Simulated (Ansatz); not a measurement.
Eight cases of bond dissociation energy with Al to Br (electronic energies, kJ/mol), geometries: B3LYP-D3(BJ)/def2-TZVP. Functionals by Ansatz (an electronic-structure program) in def2-TZVPD; columns hold the difference against the high level (Ansatz, AFQMC by cisd_afqmc): A = CCSD(T)/CBS(cc-pV(Q+d)Z,cc-pV(5+d)Z) + [CCSDT(Q) - CCSD(T)]/cc-pV(D+d)Z + core + X2C; B = CCSD(T)/CBS(cc-pV(T+d)Z,cc-pV(Q+d)Z) + [CCSDT(Q) - CCSD(T)]/cc-pV(D+d)Z + core + X2C; C = CCSD(T)/CBS(cc-pV(T+d)Z,cc-pV(Q+d)Z) + [CCSDT(Q) - CCSD(T)]/cc-pV(T+d)Z + core + X2C; D = CCSD(T)/CBS(cc-pVQZ,cc-pV5Z) + [CCSDT(Q) - CCSD(T)]/cc-pVDZ; E = CCSD(T)/CBS(cc-pVQZ,cc-pV5Z) + [CCSDT(Q) - CCSD(T)]/cc-pVTZ; F = CCSD(T)/CBS(cc-pVQZ,cc-pV5Z) + [CCSDT(Q) - CCSD(T)]/cc-pVTZ + [CCSDTQ - CCSDT(Q)]/cc-pVDZ; G = CCSD(T)/CBS(def2-TZVPP,def2-QZVPP) + [CCSDT(Q) - CCSD(T)]/def2-TZVPP. The cases were drawn at random from those of this class that have a high level and all functionals, leaving out states under which another spin lies or may lie. Left out are anions, K, Ca, elements past Kr, ionisation of Li, Na and Mg, pi-pi* triplets of linear molecules and other triplets made from a closed-shell parent. Runs that doubt their state, and full CI more than 15 mEh from coupled cluster, are set aside; a case stays where another high level and all functionals remain. AFQMC serves as high level only in triple zeta or larger, with a steady walk, a bar under 0.8 kcal/mol and agreement with other high levels or trials where they ran; where none ran, an unstable determinant or (outside 3d species) a high T1 diagnostic also bars it, so strongly correlated cases are thinned. No case was kept or dropped by the size of a functional's miss. Each difference is the functional minus the high level; affinities count positive where energy is released, gaps as the second state minus the first. Open shells are spin-unrestricted; no spin-orbit coupling. Correlated methods leave the cores frozen (noble-gas shells, and filled d and f shells in the p block). Rows without X2C or -DK are non-relativistic. CBS(X,Y): correlation extrapolated as X^-3, Hartree-Fock from the larger set (Q,5: extrapolated as (X+1)exp(-9√X)). A bracket is a step between two methods taken in the basis named. Functionals run without relativity, which enters their misses. Double hybrids freeze cores in their MP2 part. 'core' is core correlation in cc-pwCVTZ (1s frozen past Ne), 'X2C' scalar relativity in cc-pVTZ-DK, both at CCSD(T). Where a partner has so few electrons that a lower coupled-cluster level is exact, that level stands in. Spin-orbit terms, left out, reach several kcal/mol for Br and I, and more for heavier atoms. The UHF reference of C2H ([C]#C, doublet) is spin-contaminated (<S^2> up to 0.36 over the pure value in the sets run).

| case | level | value |
|---|---|---|
| SiPH5 (silylphosphane, SMILES [SiH3]P) → SiPH4 (SMILES [SiH3][PH], doublet) + H (doublet) | C | 363.1 |
| C2HBCl2 (SMILES C#CB(Cl)Cl) → BCl2 (SMILES Cl[B]Cl, doublet) + C2H (SMILES [C]#C, doublet) | B | 608.7 |
| SiAsH5 (silylarsane, SMILES [AsH2][SiH3]) → SiAsH4 (SMILES [SiH3][AsH], doublet) + H (doublet) | G | 328.2 |
| BBr2F (SMILES FB(Br)Br) → BBr2 (SMILES Br[B]Br, doublet) + F (doublet) | D | 693.0 |
| SiPH5 (silylphosphane, SMILES [SiH3]P) → SiPH4 (SMILES P[SiH2], doublet) + H (doublet) | C | 393.0 |
| BBr3 (tribromoborane, SMILES BrB(Br)Br) → BBr2 (SMILES Br[B]Br, doublet) + Br (doublet) | E | 429.5 |
| BH3Se (SMILES B[SeH]) → BH2Se (SMILES [BH][SeH], doublet) + H (doublet) | F | 461.0 |
| AlF3 (SMILES [F][Al]([F])[F]) → AlF2 (SMILES [F][Al][F], doublet) + F (doublet) | A | 662.5 |

Predict the difference of PBE, B2PLYP, PBE0 for each case and sum up.


| case | PBE | B2PLYP | PBE0 |
|---|---|---|---|
| SiPH5 (silylphosphane, SMILES [SiH3]P) → SiPH4 (SMILES [SiH3][PH], doublet) + H (doublet) | -15.6 | -11.4 | -15.9 |
| C2HBCl2 (SMILES C#CB(Cl)Cl) → BCl2 (SMILES Cl[B]Cl, doublet) + C2H (SMILES [C]#C, doublet) | -6.0 | 0.8 | -7.5 |
| SiAsH5 (silylarsane, SMILES [AsH2][SiH3]) → SiAsH4 (SMILES [SiH3][AsH], doublet) + H (doublet) | -10.6 | -9.5 | -12.1 |
| BBr2F (SMILES FB(Br)Br) → BBr2 (SMILES Br[B]Br, doublet) + F (doublet) | -3.8 | -11.2 | -21.6 |
| SiPH5 (silylphosphane, SMILES [SiH3]P) → SiPH4 (SMILES P[SiH2], doublet) + H (doublet) | -27.9 | -11.0 | -22.3 |
| BBr3 (tribromoborane, SMILES BrB(Br)Br) → BBr2 (SMILES Br[B]Br, doublet) + Br (doublet) | -4.0 | -14.9 | -8.6 |
| BH3Se (SMILES B[SeH]) → BH2Se (SMILES [BH][SeH], doublet) + H (doublet) | -20.4 | -5.9 | -17.4 |
| AlF3 (SMILES [F][Al]([F])[F]) → AlF2 (SMILES [F][Al][F], doublet) + F (doublet) | -25.5 | -19.3 | -39.3 |
PBE: mean -14.2, mean absolute 14.2, median absolute 13.1, largest -27.9; B2PLYP: mean -10.3, mean absolute 10.5, median absolute 11.1, largest -19.3; PBE0: mean -18.1, mean absolute 18.1, median absolute 16.7, largest -39.3 kJ/mol. PBE lies above in 0 and below in 8 of the eight.
